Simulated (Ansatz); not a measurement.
Geometry optimisation, RKS LDA/6-31G* in Ansatz.

Input file:

```yaml
crystal:
  periodic: [false, false, false]
  atoms:
    - { symbol: C, position_ang: [-0.8138, 0.6434, -0.3067] }
    - { symbol: S, position_ang: [-0.1313, -0.3543, 0.9605] }
    - { symbol: Si, position_ang: [-1.54338, -0.1044, 2.53469] }
    - { symbol: H, position_ang: [-1.7157, 1.136, 0.0578] }
    - { symbol: H, position_ang: [-0.1826, 1.4947, -0.6102] }
    - { symbol: H, position_ang: [-1.0985, 0.1139, -1.2098] }
    - { symbol: H, position_ang: [-1.11069, -0.95101, 3.72451] }
basis:
  gaussian: { orbitals: "6-31G*" }
hamiltonian:
  xc: lda
relax:
  f_tol: 0.015
  max_steps: 40
output:
  orbitals: {}
```

Run as:

```bash
$ ansatz run input.yaml --threads 1 --pin off --max-ram 2048MiB --backend cpu --events-out ev --progress --plain --runs-dir out
```

Question: Where does it end, and by what steps?

Answer: It converged. After 6 steps the energy has fallen by 0.367 eV; H7 moved furthest, 0.32 Å.

| step | energy less start (eV) | largest force component (eV/Å) | accepted |
| --- | --- | --- | --- |
| 0 | 0.0000 | 1.471 | yes |
| 1 | -0.2824 | 0.894 | yes |
| 2 | -0.3382 | 0.455 | yes |
| 3 | -0.3618 | 0.239 | yes |
| 4 | -0.3670 | 0.072 | yes |
| 5 | -0.3673 | 0.028 | yes |
| 6 | -0.3674 | 0.005 | yes |

```xyz
7
Properties=species:S:1:pos:R:3
C -0.853 0.681 -0.292
S -0.255 -0.341 1.089
Si -1.697 -0.033 2.594
H -1.790 1.200 -0.020
H -0.082 1.425 -0.551
H -1.032 0.035 -1.168
H -0.886 -0.988 3.499
```

Whether the end is a true minimum wasn't checked by a vibrational analysis.

Time of the run: 15 s on 1 CPU thread of a shared host.
